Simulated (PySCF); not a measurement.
C3H4F2.
SMILES: `C=CC(F)F`

Jobs on this species (9 atoms, 40 electrons) with PySCF (density fitting). Hardware of each: an Arm Neoverse V2 with one thread, no GPU (shared host). The host was shared with other jobs, so the times are rough. Peak memory is the resident size of the whole Python process, interpreter and libraries included.

```tsv
level and settings	work	basis functions	SCF cycles	wall time	peak memory
delta-SCF UKS PBE0, pcX-2 on the ionised atom, pcseg-1 elsewhere, spin-free X2C	ΔSCF core ionisation, 4 holes	121	?	?	?
delta-SCF UKS SCAN, def2-TZVP on the ionised atom, pcseg-1 elsewhere, spin-free X2C	ΔSCF core ionisation, 4 holes	107	?	?	?
delta-SCF UKS PBE, pcX-2 on the ionised atom, pcseg-1 elsewhere, spin-free X2C	ΔSCF core ionisation, 4 holes	121	70	8.7 s	0.45 GiB
delta-SCF UKS SCAN, pcX-2 on the ionised atom, pcseg-1 elsewhere, spin-free X2C	ΔSCF core ionisation, 4 holes	121	72	14 s	0.39 GiB
delta-SCF UKS B3LYP, pcX-2 on the ionised atom, pcseg-1 elsewhere, spin-free X2C	ΔSCF core ionisation, 4 holes	121	65	15 s	0.45 GiB
delta-SCF UKS HF, pcX-2 on the ionised atom, pcseg-1 elsewhere, spin-free X2C	ΔSCF core ionisation, 4 holes	121	71	8.5 s	0.45 GiB
delta-SCF UKS SCAN, pcX-1 on the ionised atom, pcseg-1 elsewhere, spin-free X2C	ΔSCF core ionisation, 4 holes	100	71	11 s	0.45 GiB
PBE0-D3(BJ)/def2-SVP, grid level 1	geometry optimisation from a GFN2-xTB start shaken at random	90	68	21 s	0.38 GiB
delta-SCF UKS SCAN, pcX-2 on the ionised atom, pcseg-1 elsewhere, non-relativistic	ΔSCF core ionisation, 4 holes	121	72	14 s	0.45 GiB
```

Question: Fill in the missing figures.

Answer: 
- delta-SCF UKS PBE0, pcX-2 on the ionised atom, pcseg-1 elsewhere, spin-free X2C; ΔSCF core ionisation, 4 holes: 14 s, 0.45 GiB, 64 SCF cycles
- delta-SCF UKS SCAN, def2-TZVP on the ionised atom, pcseg-1 elsewhere, spin-free X2C; ΔSCF core ionisation, 4 holes: 13 s, 0.45 GiB, 72 SCF cycles

Question: What do all jobs in the table cost together?

Answer: About 2.0 min; the longest takes about 18 % of that, and about 2.5 times as long as the shortest.
